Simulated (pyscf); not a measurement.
This saddle point was located with ωB97X-D3(BJ)/def2-SVP in PySCF.

```xyz
7

Cl    -0.0596     0.0257     2.3768
Ga    -0.7988    -0.3617     0.4229
Cl    -1.7033    -2.2296    -0.0709
H     -1.7973     1.0142    -0.2026
O      0.1681     0.4286    -1.0200
H     -1.0175     0.9804    -0.8209
H      0.3324    -0.0864    -1.8228
```

Surface: singlet, charge 0. Lowest wavenumbers (cm⁻¹): 1328i, 124, 142, 182, 321.

Q: What reaction is this the transition state of?

A: Cl–GaH–Cl + H₂O ⇌ HO–Ga(Cl)–Cl + H₂, a four-centre exchange read from left to right: Ga–H, H–O broken and Ga–O, H–H formed. At ωB97M-D3(BJ)/def2-TZVP it lies +64.8 kJ/mol from the left side and +92.8 kJ/mol from the right (each side as separated species at their lowest minima found). On the reactant side the descent ends in an adduct with a Ga–O contact, 83.2 kJ/mol under the separated species and 140.8 kJ/mol under the saddle at ωB97X-D3(BJ)/def2-TZVP. What is counted as formed (Ga–O) is already present as a longer contact in the reactant adduct; forming that adduct is a step of its own. At the saddle there is also a short Ga–H contact that neither side keeps. One saddle was located; it need not be the lowest between these sides. Elements up to Kr have no core potential and no relativistic terms here.
